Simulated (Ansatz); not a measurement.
Frontier orbitals of `O=[Si]=O`.

Total charge 0; spin multiplicity 1. The structure was optimised at the PBE0-D4/def2-TZVP level. Basis def2-TZVPP, Ansatz 0.2.0.

A caution on the coupled-cluster cation, which keeps the state that its UHF reference found: large T1 diagnostic of the cation.

```
functional  HOMO (eV)  LUMO (eV)  gap (eV)
       PBE      -8.38      -4.39      3.99
    r2SCAN      -8.73      -4.17      4.56
      PBE0      -9.95      -3.46      6.49
 CAM-B3LYP     -11.41      -2.44      8.97
   ωB97M-V     -12.32      -1.43     10.89
        HF     -13.88      -0.01     13.87
```

(1) What is the vertical ionisation energy at frozen-core CCSD(T)/CBS(def2)? (Estimate.)

Results:

(1) The calculation gave: 12.92 eV (T1 of the cation 0.061).

From PBE to PBE0 the HOMO moves by −1.57 eV and the LUMO by +0.93 eV, and with ωB97M-V by −3.94 and +2.96 eV, so the gap grows from 3.99 to 10.89 eV with exact exchange. −ε(HOMO) differs from that ionisation energy by −4.55 eV with PBE and −0.61 eV with ωB97M-V.
